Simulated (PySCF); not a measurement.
# EPR parameters of C4H5O2

Compound: C4H5O2 (doublet state).
Geometry (GFN2-xTB, Å), atoms numbered from 1 in this order:
```
atom  x, y, z in Å
C1    -1.3261    0.3733    0.0600
C2    -0.3703   -0.5148   -0.6883
O3    -0.6283   -1.0562   -1.7336
C4     0.9812   -0.6834   -0.0603
C5     1.7586    0.4539    0.4056
O6     1.1254   -0.3108    1.3179
H7    -1.0406    1.4134   -0.0934
H8    -2.3334    0.2276   -0.3190
H9    -1.2848    0.1622    1.1261
H10    1.5211   -1.5761   -0.3620
H11    1.6028    1.5135    0.3209
```

The hyperfine couplings belong to this conformer and change with its torsions.

As a line formula: `O=C(C)[C@@H]1O[CH]1` [radical].

Theory: UKS B3LYP, pcH-1 on C H O, non-relativistic, mean-field spin-orbit, GIAO in PySCF 2.14.0. The structure is a single GFN2-xTB conformer in the gas phase; no vibrational or solvent corrections. A GFN2-xTB geometry isn't a minimum of the functional, and hyperfine couplings can be far from their values at a DFT geometry. Stability of the SCF solution: not tested.

| Quantity | Value |
| --- | --- |
| g1, g2, g3 | 2.00221, 2.00259, 2.00461 |
| g_iso | 2.00314 |
| Form of g | rhombic: the two nearest values differ by 16 % of g3 − g1 |
| ⟨S²⟩ | 0.7527 (exact 0.7500) |
| α and β electrons | 23, 22 |
| HOMO–LUMO gap, α and β orbitals | 5.25, 4.82 eV |

Hyperfine couplings atom by atom, in MHz; T1 to T3 are the principal values of the dipolar part; ρ(0) is the spin density at the nucleus:

```csv
atom,isotope,a_iso,T1,T2,T3,Mulliken spin population,ρ(0) (bohr⁻³)
C1,13C,1.1,-1.3,0.2,1.2,0.00,0.0009
C2,13C,-2.4,-1.6,-0.3,1.9,0.00,-0.0022
O3,17O,-0.6,-4.2,1.6,2.5,0.01,0.0010
C4,13C,-7.6,-3.7,-0.1,3.8,-0.03,-0.0068
C5,13C,383.5,-68.5,-63.8,132.2,0.84,0.3411
O6,17O,-29.9,-68.8,31.8,37.0,0.15,0.0493
H7,1H,5.2,-2.9,-1.5,4.4,0.00,0.0012
H8,1H,-1.0,-1.3,-0.9,2.2,0.00,-0.0002
H9,1H,3.0,-2.8,-1.5,4.4,0.00,0.0007
H10,1H,13.3,-5.6,-5.1,10.7,0.00,0.0030
H11,1H,85.3,-28.2,-5.4,33.6,0.02,0.0191
```

Largest spin populations (Mulliken): C5 (+0.84) and O6 (+0.15). The angles at C5 add up to 316.4°, so it is pyramidal.

Axes: g2 points within 15° of the C5–O6 bond.

Under fast tumbling the dipolar parts average out, and these isotropic splittings remain: 1 × 1H (H11, I = 1/2, 2 lines) with 3.04 mT, 1 × 1H (H10, I = 1/2, 2 lines) with 0.47 mT and 3 × 1H (H7/H8/H9, I = 1/2, 4 lines) with 0.09 mT.

Nuclei that the bonding pattern makes equivalent are averaged, as if the motion that swaps them (rotation, inversion, ring flip) were fast. The three 1H nuclei of mean +2.4 MHz run from -1.0 to 5.2 MHz in the frozen geometry.

The 13C coupling of C5 (383.5 MHz) shows only in satellite lines or after enrichment, since that isotope makes up about 1.07 % of natural carbon.

The 17O coupling of O6 (-29.9 MHz) shows only in satellite lines or after enrichment, since that isotope makes up about 0.038 % of natural oxygen.

Examples of negative spin density at the nucleus (bohr⁻³): C4 (-0.0068) and C2 (-0.0022).
